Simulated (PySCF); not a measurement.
Gas-phase reaction: B₂O₂ + 4 BF₂ ⇌ 6 BF + 2 FO

Energies from PySCF (xtb for GFN2), thermal terms from the rigid-rotor harmonic-oscillator model, ideal gas at 1 bar. The comparison is the NASA 1993 polynomial table, which mixes measured and estimated data. After a fit of one offset per element over all species, the range-separated, M06-2X, PBE0/def2-QZVP and CCSD(T)/def2-TZVPP enthalpies, where run, lie to one side of the table for BF₂ (+92 kJ/mol): a fault of the table's entry, another state or a shared error of the levels is possible; this was not checked at source. † marks an energy on the PBE0/def2-TZVP geometry and frequencies; other levels use their own. MP2 and CCSD(T) freeze the core. Open shells (unrestricted): BF₂ (multiplicity 2), FO (multiplicity 2); the rest are closed-shell singlets. GFN2 has no spin-polarisation term. Spin-orbit splitting is ignored; it lowers the true energy and changes the entropy of FO. B3LYP is the form with VWN-RPA correlation. For this reaction the table lies outside the span of B3LYP, CCSD(T), M06-2X, MP2, PBE0, r2SCAN, ωB97M-V, ωB97X-V in their largest bases here; which side is off was not settled. MP2 isn't extrapolated to the basis-set limit. CCSD(T) isn't extrapolated to the basis-set limit. The table's entry may be an old estimate for B₂O₂, BF₂, BF, FO (not checked at source). Warning, large T1 diagnostic: B₂O₂ (CCSD(T)/def2-TZVPP†).

```json
[
 {"level": "table", "ΔH°(298 K), kJ": "2338.1"},
 {"level": "B3LYP/def2-TZVP†", "ΔH°(298 K), kJ": "2051.8"},
 {"level": "CCSD(T)/def2-TZVPP†", "ΔH°(298 K), kJ": "(withheld)"},
 {"level": "GFN2-xTB", "ΔH°(298 K), kJ": "2455.0"},
 {"level": "MP2/def2-TZVPP†", "ΔH°(298 K), kJ": "(withheld)"},
 {"level": "PBE/def2-TZVP†", "ΔH°(298 K), kJ": "2093.3"},
 {"level": "LDA/def2-TZVP†", "ΔH°(298 K), kJ": "(withheld)"},
 {"level": "ωB97X-V/def2-TZVP†", "ΔH°(298 K), kJ": "(withheld)"}
]
```

Task: Complete the blanks.

Result: 
- CCSD(T)/def2-TZVPP†, ΔH°(298 K), kJ: 1976.4
- MP2/def2-TZVPP†, ΔH°(298 K), kJ: 2224.9
- LDA/def2-TZVP†, ΔH°(298 K), kJ: 2268.1
- ωB97X-V/def2-TZVP†, ΔH°(298 K), kJ: 2003.1
